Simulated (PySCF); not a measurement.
Compound: H2NCO+, CH2NO (charge +1).
Numbering: `[NH2:1][C:2]#[O+:3]` (hydrogens: H4, H5 on N1)

Computed, not measured: PySCF, TDDFT PBE0/def2-SVPD, vertical, gas phase, core orbitals frozen in the response. Isolated species at its PBE0-D3(BJ)/def2-SVP geometry, gas phase.

**Question.** List the vertical singlet excitations with oscillator strengths and describe the spectrum.

**Answer.** 

| state | E (eV) | λ (nm) | f | \|μ\| (D) | symmetry | main configurations (H = HOMO, L = LUMO) |
| --- | --- | --- | --- | --- | --- | --- |
| S1 | 6.25 | 198.5 | 0.0000 | 0.00 | – | H→L (100%) |
| S2 | 9.17 | 135.2 | 0.031 | 0.94 | A1 | H→L+1 (59%), H-1→L (38%) |
| S3 | 9.59 | 129.3 | 0.0073 | 0.45 | B1 or B2 | H→L+2 (99%) |
| S4 | 10.16 | 122.0 | 0.0000 | 0.00 | – | H-2→L (94%) |
| S5 | 11.07 | 112.0 | 0.0000 | 0.00 | – | H-1→L+1 (95%) |
| S6 | 11.53 | 107.6 | 0.011 | 0.51 | B1 or B2 | H-3→L (99%) |
| S7 | 11.67 | 106.2 | 0.588 | 3.64 | A1 | H-1→L (36%), H→L+1 (30%), H-2→L+1 (23%) |
| S8 | 11.98 | 103.5 | 0.0053 | 0.34 | B1 or B2 | H→L+3 (94%) |
| S9 | 12.23 | 101.4 | 0.0000 | 0.00 | – | H→L+4 (98%) |
| S10 | 12.73 | 97.4 | 0.0046 | 0.31 | B1 or B2 | H-1→L+2 (98%) |

Triplets (Tamm–Dancoff): T1 5.91 eV, H→L (98%); T2 7.20 eV, H→L+1 (84%), H-1→L (15%); T3 7.49 eV, H-1→L (80%), H→L+1 (16%); T4 8.99 eV, H→L+2 (97%).

The lowest singlet comes at 198 nm (603 kJ/mol) in the vacuum ultraviolet; it is dark (f under 0.0005); its leading configuration is HOMO→LUMO (100%). The most intense listed level is S7 at 11.67 eV (106 nm, f = 0.588), 5.43 eV above S1. Löwdin shares by element: HOMO nitrogen 53%, oxygen 27%, carbon 13%; LUMO carbon 39%, oxygen 34%, nitrogen 17%, hydrogen 5% or more. Weighted by f, the mean energy of these states is 11.54 eV. Of the 10 states listed, 3 reach f = 0.01 and 4 stay under 0.0005. Orbital energies (eV): HOMO-3 -22.33, HOMO-2 -21.58, HOMO-1 -20.34, HOMO -17.29, LUMO -8.64, LUMO+1 -6.65, LUMO+2 -5.98. The vertical ionisation energy (ΔSCF) is 20.19 eV, 7.46 eV above S10. Symmetry labels in C2v follow from the direction of the transition dipole and are given only for states with f of 0.002 or more; B1 and B2 swap with the choice of axes. Singlets were solved by full linear response, triplets in the Tamm–Dancoff approximation.
